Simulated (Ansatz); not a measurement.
Task: Name a neutral molecule of C, F, N and H with HOMO–LUMO gap (PBE/def2-TZVPP) between 5.70 and 6.00 eV and HOMO energy (ωB97M-V/def2-TZVPP) between -9.50 and -9.20 eV (Ansatz, PBE0-D4/def2-TZVP geometry).

Result: `NCCCF` (5.71 eV, -9.50 eV). Other molecules can fit too; these were computed, each in one conformer that needn't be the lowest.
